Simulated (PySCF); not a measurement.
Method: PBE-D3(BJ)/def2-TZVP (PySCF). Gas-phase values, no solvent. 

Reference species (SMILES): `[CH3]` (neutral, multiplicity 2).

```json
{
  "highest_occupied_spin_orbital": "-5.38 eV"
}
```

Changed species: `C[S]` (radical fragment; the reference has radical fragment).

Q: Give the shifts of the highest occupied spin orbital.

A: the highest occupied spin orbital increases by 0.06 eV, to -5.32 eV.
